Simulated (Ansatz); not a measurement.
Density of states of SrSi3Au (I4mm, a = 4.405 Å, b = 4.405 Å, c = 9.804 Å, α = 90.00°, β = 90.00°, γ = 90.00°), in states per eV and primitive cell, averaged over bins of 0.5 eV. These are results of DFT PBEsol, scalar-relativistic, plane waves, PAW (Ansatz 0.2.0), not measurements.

Settings: cutoff 420 eV, Γ-centred mesh 12×12×12 on the computed 5-atom cell, Gaussian smearing of 0.10 eV; no spin polarisation.

The cell is relaxed at this level. The states (both spins) are summed by tetrahedra on a 18×18×18 mesh at the self-consistent density. Energies are bin centres; the table starts no lower than −8 eV and ends at 6 eV, or lower where the solved bands end.

It is a metal at this level.

```
E − E_F (eV) total Si 3p Au 5d Si 3s Au 6s
       -7.80   1.68   0.34   0.52   0.69   0.10
       -7.30   1.88   0.39   0.71   0.64   0.09
       -6.80   1.40   0.45   0.68   0.14   0.10
       -6.30   7.27   1.46   5.54   0.09   0.07
       -5.80   5.99   0.69   4.97   0.10   0.11
       -5.30   3.21   0.50   2.30   0.23   0.10
       -4.80   2.24   0.59   1.18   0.28   0.10
       -4.30   2.26   1.00   0.72   0.28   0.15
       -3.80   1.93   1.09   0.40   0.26   0.07
       -3.30   2.14   1.47   0.31   0.17   0.05
       -2.80   1.79   1.19   0.23   0.20   0.05
       -2.30   2.17   1.48   0.17   0.25   0.05
       -1.80   2.55   1.69   0.19   0.34   0.04
       -1.30   2.12   1.43   0.15   0.23   0.04
       -0.80   1.64   1.10   0.12   0.16   0.03
       -0.30   1.60   1.06   0.10   0.18   0.02
        0.20   1.14   0.72   0.05   0.15   0.02
        0.70   1.04   0.57   0.05   0.15   0.04
        1.20   2.01   0.91   0.11   0.31   0.14
        1.70   2.94   1.20   0.12   0.43   0.21
        2.20   3.19   1.42   0.10   0.27   0.10
        2.70   3.26   1.33   0.08   0.29   0.08
        3.20   3.29   1.35   0.07   0.28   0.08
        3.70   3.12   1.06   0.05   0.18   0.09
        4.20   3.16   0.90   0.04   0.15   0.09
        4.70   3.20   0.78   0.03   0.11   0.06
        5.20   3.28   0.66   0.03   0.10   0.05
        5.70   3.45   0.60   0.03   0.09   0.08
```

The columns after the total are the main Löwdin projections on the occupied valence shells of the potentials; 3 others are left out. The rest of the total lies in those, in shells that are empty in the free atom, which aren't projected, and between the atoms.

Spin-orbit coupling is left out, which matters for the bands of heavy elements.

Whether SrSi3Au exists in this form wasn't checked.